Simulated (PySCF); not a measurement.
Point groups of optimised structures. Level of theory: PBE0/pcSseg-1 in PySCF (dipole) on a GFN2-xTB geometry, gas phase. The symmetry is that of the one conformer found, every atom within 0.08 Å of its image; none is proved a minimum here.

(1) What symmetry has `OF` (FHO)?

(2) What symmetry has `[SH:1][c:2]1[cH:3][o:4][c:5]2[cH:6][cH:7][cH:8][cH:9][c:10]12` with H–S1–C2–C3 180°?

(3) What symmetry has `[CH2:1]=[C:2]([O:3][CH2:4][CH3:5])[SiH2:6][O:7][C:8]([CH3:9])=[S:10]` with C1–C2–O3–C4 -5°, C2–O3–C4–C5 -175°, C1–C2–Si6–O7 133°, C2–Si6–O7–C8 66°, Si6–O7–C8–C9 22°?

(4) `CC(C)(C)/P=P/C(F)(F)F`: symmetry, top, dipole?

## Answers

(1) Cs; near-prolate asymmetric top; symmetry number 1; 2 operations, which sort the 3 atoms into 3 sets; dipole 2.05 D, in the ab plane, which is the mirror; A, B, C = 605787, 28704, 27405 MHz.

(2) Cs; asymmetric top; symmetry number 1; 2 operations, which sort the 16 atoms into 16 sets; dipole 1.16 D, in the ab plane, which is the mirror; A, B, C = 2354, 935.6, 669.5 MHz.

(3) C1; asymmetric top; symmetry number 1; this conformer is chiral (no improper operation); dipole 4.80 D; A, B, C = 1166, 672.4, 499.0 MHz.

(4) Cs; near-prolate asymmetric top; symmetry number 1; 2 operations, which sort the 19 atoms into 13 sets; dipole 3.79 D, in the ab plane, which is the mirror.
